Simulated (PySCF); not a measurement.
# H2O (water): CCSDT(Q)/6-31G

What is the energy change on altering one bond length of H2O (water) at CCSDT(Q)/6-31G? The job is set up through a Python script.

The results are computed with PySCF 2.14.0.

8 further runs of the same task are left out: 8 set aside as unsound or not needed.

## 1. The structure to begin with

H2O has 3 atoms, charge 0, and is taken as a singlet. As SMILES, `O`. Geometry: relaxed at PBE0-D4/def2-TZVP.

Bond lengths: O1–H2 0.960 Å, O1–H3 0.960 Å. Angles: H2–O1–H3 105.1°.

## 2. A single-point energy at CCSDT(Q)/6-31G

Input file input.py:

```python
from pyscf import gto, cc

system = gto.M(
    atom='O -0.302700 0.200200 -0.140600; H 0.466500 0.548400 0.315300; H -0.163800 -0.748600 -0.174700',
    verbose=4,
    max_memory=1860,
    basis='6-31g',
    charge=0,
    spin=0,
)

calc0 = system.RHF()
calc0.conv_tol = 1e-10
calc0.kernel()
if not calc0.converged:
    calc0 = calc0.newton().run(calc0.mo_coeff, calc0.mo_occ)

mycc = cc.CCSDT(calc0, frozen=1)
mycc.kernel()
e_bracket, e_q = mycc.ccsdt_q()
e_tot = mycc.e_tot + e_q
print('Final energy', e_tot)
```

Started as:

```sh
$ OMP_NUM_THREADS=1 python input.py
```

Log:

```text
PySCF version 2.14.0

[INPUT] num. atoms = 3
[INPUT] num. electrons = 10
[INPUT] charge = 0
[INPUT] spin (= nelec alpha-beta = 2S) = 0
[INPUT] symmetry False subgroup None
[INPUT] Mole.unit = angstrom
[INPUT] Symbol           X                Y                Z      unit          X                Y                Z       unit  Magmom
[INPUT]  1 O     -0.302700000000   0.200200000000  -0.140600000000 AA   -0.572020097906   0.378323170138  -0.265695493114 Bohr   0.0
[INPUT]  2 H      0.466500000000   0.548400000000   0.315300000000 AA    0.881557237110   1.036325806711   0.595830647075 Bohr   0.0
[INPUT]  3 H     -0.163800000000  -0.748600000000  -0.174700000000 AA   -0.309537139204  -1.414648976849  -0.330135153962 Bohr   0.0

nuclear repulsion = 9.17130075880099
number of shells = 9
number of NR pGTOs = 30
number of NR cGTOs = 13
basis = 6-31g
ecp = {}

******** <class 'pyscf.scf.hf.RHF'> ********
method = RHF
initial guess = minao
damping factor = 0
level_shift factor = 0
DIIS = <class 'pyscf.scf.diis.CDIIS'>
diis_start_cycle = 1
diis_space = 8
diis_damp = 0
SCF conv_tol = 1e-10
SCF conv_tol_grad = None
SCF max_cycles = 50
direct_scf = True
direct_scf_tol = 1e-13
Set gradient conv threshold to 1e-05
Initial guess from minao.
init E= -75.8301475633844
  HOMO = -0.474142897858086  LUMO = 0.123307290665638  gap/eV = 16.25745
cycle= 1 E= -75.946107338534  delta_E= -0.116  |g|= 0.419  |ddm|= 1.19
  HOMO = -0.413931813404884  LUMO = 0.208997288651024  gap/eV = 16.95076
cycle= 2 E= -75.9749084471216  delta_E= -0.0288  |g|= 0.227  |ddm|= 0.406
  HOMO = -0.50325147122291  LUMO = 0.197673244569015  gap/eV = 19.07313
cycle= 3 E= -75.9839737361106  delta_E= -0.00907  |g|= 0.0219  |ddm|= 0.142
  HOMO = -0.499481051144575  LUMO = 0.203537640661202  gap/eV = 19.13011
cycle= 4 E= -75.9841424957582  delta_E= -0.000169  |g|= 0.00351  |ddm|= 0.0223
  HOMO = -0.500787718224789  LUMO = 0.203402624125354  gap/eV = 19.16200
cycle= 5 E= -75.9841484795566  delta_E= -5.98e-06  |g|= 0.000529  |ddm|= 0.00504
  HOMO = -0.500992149066174  LUMO = 0.203374218160326  gap/eV = 19.16679
cycle= 6 E= -75.9841486342198  delta_E= -1.55e-07  |g|= 5.07e-05  |ddm|= 0.000921
  HOMO = -0.500991464035039  LUMO = 0.203372654997834  gap/eV = 19.16672
cycle= 7 E= -75.9841486356734  delta_E= -1.45e-09  |g|= 1.18e-05  |ddm|= 9.12e-05
  HOMO = -0.500987741619564  LUMO = 0.203372537932601  gap/eV = 19.16662
cycle= 8 E= -75.9841486357825  delta_E= -1.09e-10  |g|= 1.54e-06  |ddm|= 3.02e-05
  HOMO = -0.500987723497956  LUMO = 0.20337223225059  gap/eV = 19.16661
cycle= 9 E= -75.9841486357841  delta_E= -1.59e-12  |g|= 1.72e-07  |ddm|= 4.11e-06
  HOMO = -0.500987723932824  LUMO = 0.203372222893652  gap/eV = 19.16661
Extra cycle  E= -75.9841486357841  delta_E= -1.42e-14  |g|= 5.19e-08  |ddm|= 1.94e-07
converged SCF energy = -75.9841486357841

******** <class 'pyscf.cc.rccsdt.RCCSDT'> ********
RCCSDT nocc = 4, nmo = 12
Allocating only the i<=j<=k part of the T3 amplitude in memory
frozen orbitals 1
max_cycle = 50
conv_tol = 1e-07
conv_tol_normt = 1e-06
diis with the T3 amplitude
diis_space = 6
diis_start_cycle = 0
diis_start_energy_diff = 1e+09
einsum_backend: numpy
_make_eris_incore_RCCSDT
blksize  4    blksize_oovv  4    blksize_oooo  4    blksize_vvvv  1

WARN: A large `blksize` is being used, which may cause large memory consumption
      for storing contraction intermediates. If memory is sufficient, consider using
      `pyscf.cc.rccsdt_highm.RCCSDT` instead.

WARN: A large `blksize_oovv` is being used, which may cause large memory consumption
      for storing contraction intermediates. If memory is sufficient, consider using
      `pyscf.cc.rccsdt_highm.RCCSDT` instead.

WARN: A large `blksize_oooo` is being used, which may cause large memory consumption
      for storing contraction intermediates. If memory is sufficient, consider using
      `pyscf.cc.rccsdt_highm.RCCSDT` instead.

Approximate memory usage estimate
    T3 memory                80.0 KB
    R3 memory                80.0 KB
    Symmetrized T3 memory    80.0 KB
    ERIs memory               162 KB
    T1-ERIs memory            162 KB
    Intermediates memory      162 KB
    Block workspace           512 KB
    T3 einsum buffer          512 KB
Init t2, MP2 energy = -76.112086592188  E_corr(MP2) -0.127937956404
Init E_corr(RCCSDT) = -0.127937956404006
cycle =  1  E_corr(RCCSDT) = -0.130320649233  dE = -2.382692829428e-03  norm(d tamps) = 2.84800312e-02
cycle =  2  E_corr(RCCSDT) = -0.134092523115  dE = -3.771873881088e-03  norm(d tamps) = 1.18721491e-02
cycle =  3  E_corr(RCCSDT) = -0.135217466031  dE = -1.124942916533e-03  norm(d tamps) = 4.55926522e-03
cycle =  4  E_corr(RCCSDT) = -0.135684254604  dE = -4.667885730729e-04  norm(d tamps) = 1.60107929e-03
cycle =  5  E_corr(RCCSDT) = -0.135683877897  dE =  3.767073902539e-07  norm(d tamps) = 3.23593545e-04
cycle =  6  E_corr(RCCSDT) = -0.135671386050  dE =  1.249184669772e-05  norm(d tamps) = 1.06454860e-04
cycle =  7  E_corr(RCCSDT) = -0.135670797750  dE =  5.883005201601e-07  norm(d tamps) = 3.11319975e-05
cycle =  8  E_corr(RCCSDT) = -0.135671683891  dE = -8.861416755102e-07  norm(d tamps) = 7.49359517e-06
cycle =  9  E_corr(RCCSDT) = -0.135671365437  dE =  3.184542429757e-07  norm(d tamps) = 2.17381068e-06
cycle = 10  E_corr(RCCSDT) = -0.135671377275  dE = -1.183829195783e-08  norm(d tamps) = 7.25744919e-07
RCCSDT converged
E(RCCSDT) = -76.11982001305934   E_corr = -0.1356713772752445
E_corr(same-spin) = -0.0241251460269559
E_corr(oppo-spin) = -0.111546231248289
_make_eris_incore_RCCSDT
[Q] correction = -4.488791538645e-04    (Q) correction = -4.567731673405e-04
Final energy -76.12027678622668
```

It took 0.87 s on 1 thread of Intel Xeon Platinum 8375C at 2.90GHz (Ice Lake), shared host; peak memory 0.12 GiB.

## 3. The distorted shape at the same level

Input file job.py:

```python
from pyscf import gto, scf, cc

system = gto.M(
    atom=[
    ('O', (-0.469374, 1.338718, -0.099682)),
    ('H', (0.299826, 1.686918, 0.356218)),
    ('H', (-0.163800, -0.748600, -0.174700)),
],
    basis='6-31g',
    spin=0,
    max_memory=1860,
    verbose=3,
)

hf = scf.RHF(system)
hf.conv_tol = 1e-10
hf.kernel()
if not hf.converged:
    hf = hf.newton().run(hf.mo_coeff, hf.mo_occ)

mycc = cc.CCSDT(hf, frozen=1)
mycc.kernel()
e_bracket, e_q = mycc.ccsdt_q()
e_final = mycc.e_tot + e_q
print('E(%s) = %.9f' % ('CCSDT(Q)', e_final))
```

Started as:

```sh
$ OMP_NUM_THREADS=1 python job.py
```

Log:

```text
converged SCF energy = -75.7466586944224
_make_eris_incore_RCCSDT

WARN: A large `blksize` is being used, which may cause large memory consumption
      for storing contraction intermediates. If memory is sufficient, consider using
      `pyscf.cc.rccsdt_highm.RCCSDT` instead.

WARN: A large `blksize_oovv` is being used, which may cause large memory consumption
      for storing contraction intermediates. If memory is sufficient, consider using
      `pyscf.cc.rccsdt_highm.RCCSDT` instead.

WARN: A large `blksize_oooo` is being used, which may cause large memory consumption
      for storing contraction intermediates. If memory is sufficient, consider using
      `pyscf.cc.rccsdt_highm.RCCSDT` instead.

RCCSDT converged
E(RCCSDT) = -75.97526621028443   E_corr = -0.2286075158620382
E_corr(same-spin) = -0.0208190756389601
E_corr(oppo-spin) = -0.207788440223078
_make_eris_incore_RCCSDT
E(CCSDT(Q)) = -75.976786334
```

Wall time 0.89 s (1 thread of Intel Xeon Platinum 8375C at 2.90GHz (Ice Lake), shared host); peak memory 0.11 GiB.

## 4. Outcome

At CCSDT(Q)/6-31G, 1 core orbital frozen:

| quantity | value |
| --- | --- |
| first shape: total energy | -76.12028 Eh |
| first shape: dipole moment (Hartree–Fock density) | 2.62 D |
| first shape: HOMO energy (Hartree–Fock orbitals) | -13.63 eV |
| first shape: LUMO energy (Hartree–Fock orbitals) | 5.53 eV |
| first shape: HOMO–LUMO gap (Hartree–Fock orbitals) | 19.17 eV |
| first shape: correlation energy (1 core orbital frozen) | -136.1 mEh |
| first shape: T1 diagnostic | 0.006 |
| distorted shape: total energy | -75.97679 Eh |
| distorted shape: dipole moment (Hartree–Fock density) | 2.44 D |
| distorted shape: HOMO energy (Hartree–Fock orbitals) | -10.99 eV |
| distorted shape: LUMO energy (Hartree–Fock orbitals) | -1.06 eV |
| distorted shape: HOMO–LUMO gap (Hartree–Fock orbitals) | 9.93 eV |
| distorted shape: correlation energy (1 core orbital frozen) | -230.1 mEh |
| distorted shape: T1 diagnostic | 0.037 |
| energy change with the O1–H3 bond stretched from 0.960 to 2.111 Å | 3.905 eV |

With the O1–H3 bond stretched from 0.960 to 2.111 Å the energy rises by 3.90 eV (90 kcal/mol). The first shape isn't relaxed at this level, so the change isn't measured from a minimum. The T1 diagnostic (distorted shape) of 0.037 is above the customary mark for such species, so a single reference may not serve.
